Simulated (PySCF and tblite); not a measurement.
C3H5FO, numbered as in [O:1]=[CH:2][CH2:3][CH2:4][F:5].

The ensemble was built from 90 distance-geometry starts (ETKDG and KDG, MMFF94s, GFN2-xTB) and rests on PBE0-D3(BJ)/def2-SVP geometries. Weights use PBE0-D3(BJ)/def2-TZVP energies plus GFN2-xTB zero-point and thermal terms (modes under about 100 cm⁻¹ blended into free rotors). Symmetry numbers and mirror images are counted. Conformers within 4 kcal/mol (GFN2-xTB free energy) were kept, 7 at most. Couplings: B3LYP/pcSseg-1 with pcJ-1 on H, F (gas phase; spin-dipole term only for pairs with B, N, F, Si or P). Couplings are for ¹⁹F, ¹H; a prime marks the second kind of pair between the same two sets of atoms. Codes: tblite and PySCF.

Torsions listed: O1–C2–C3–C4, C2–C3–C4–F5. Of a mirror pair one member is shown.

```
conformer       shape  weight %
        1    0°, 180°      38.6
        2    14°, 71°      29.7
        3  -142°, 60°      18.4
        4   141°, 61°       8.8
        5  125°, 170°       4.5
```

(1) Give the couplings in each conformer and the averages at 298.15 K (pairs that fast motion interchanges averaged).

Computed couplings to fluorine can be off by tens of per cent at such levels.

## Answers

(1) 
| coupling | pairs | 1 | 2 | 3 | 4 | average (Hz) |
| --- | --- | --- | --- | --- | --- | --- |
| ⁴J(H2,F5) | 1 | 7.0 | 0.0 | 0.0 | 0.8 | 2.9 |
| ³J(H3,F5) | 2 | 7.5 | 28.3 | 31.0 | 29.0 | 20.5 |
| ²J(H4,F5) | 2 | 54.1 | 53.0 | 54.0 | 53.8 | 53.7 |
| ³J(H2,H3) | 2 | 0.4 | 0.4 | 3.1 | 3.1 | 1.2 |
| ²J(H3,H3) | 1 | -23.1 | -22.0 | -18.4 | -18.2 | -21.4 |
| ³J(H3,H4) | 2 | 13.2 | 1.9 | 3.5 | 4.0 | 7.0 |
| ³J(H3,H4′) | 2 | 5.2 | 8.2 | 8.4 | 8.4 | 7.0 |
| ²J(H4,H4) | 1 | -12.0 | -10.6 | -11.6 | -11.1 | -11.4 |
